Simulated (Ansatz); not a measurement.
Predict the output of the script below (Ansatz 0.2.0, Python API).

Script `run_relaxed_scan.py`:
```python
# -*- coding: utf-8 -*-
"""One bond of CH4MgO held at set lengths while the rest relaxes."""

import ansatz as az
import numpy as np


def main():
    system = (
        az.Crystal.molecule()
        .atom("C", (-1.1074, 0.6542, -0.3069))
        .atom("Mg", (0.7083, -0.3597, -0.0232))
        .atom("O", (2.4052, -1.3311, 0.238))
        .atom("H", (-1.8768, -0.0146, -0.5943))
        .atom("H", (-1.0338, 1.4333, -1.1529))
        .atom("H", (-1.4373, 1.2386, 0.6167))
        .atom("H", (2.403, -1.6887, 1.1769))
    )

    base = (
        system.calculation()
        .basis(gaussian="def2-SVP")
        .functional("B3LYP", dispersion="d3bj")
    )
    symbols = [site.symbol for site in system.cartesian_sites]
    pairs = [(0, 1), (0, 3), (0, 4), (0, 5), (1, 2), (2, 6)]
    print("held (A)   E (eV)        ", "  ".join(f"{symbols[i]}{i}-{symbols[j]}{j}" for i, j in pairs))
    for length in [1.05, 1.14, 1.23, 1.37, 1.54]:
        report = base.relax(constraints=[az.DistanceConstraint((0, 5), at=length)], force_tolerance=0.02, max_steps=60).run(threads=1).report
        xyz = np.array(report["positions_ang"])
        print(f"{length:6.2f} {report['free_energy_ev']:14.5f}  ", "  ".join(f"{np.linalg.norm(xyz[i] - xyz[j]):.3f}" for i, j in pairs))


if __name__ == "__main__":
    main()
```

```console
$ python run_relaxed_scan.py
held (A)   E (eV)         C0-Mg1  C0-H3  C0-H4  C0-H5  Mg1-O2  O2-H6
DeckWarning: relax.constraints: the input's atoms, or those drawn, lie off the distances that are held; a relaxation that starts there is brought onto them ahead of its first SCF, by positions alone, [...]
  1.05    -8591.12343   2.088  1.104  1.104  1.050  1.771  0.955
  1.14    -8591.15561   2.085  1.104  1.104  1.140  1.770  0.954
  1.23    -8590.97595   2.081  1.103  1.103  1.230  1.770  0.954
  1.37    -8590.49211   2.075  1.102  1.102  1.370  1.769  0.954
  1.54    -8589.81186   2.064  1.101  1.101  1.540  1.769  0.954
```
(Warnings from the package without file and line, shortened, repeats left out.)

Notes:
- Total energies depend on the basis set; only differences at equal settings carry meaning.
- The energies are electronic: no zero-point or thermal terms, and the basis set is short of its limit.
- b3lyp holds the VWN-RPA fit, as in Gaussian; the form of ORCA and Turbomole is b3lyp5.
- Timing: 98 s on 1 thread of Arm Neoverse V2, with other jobs on the host, peak memory 0.21 GiB.
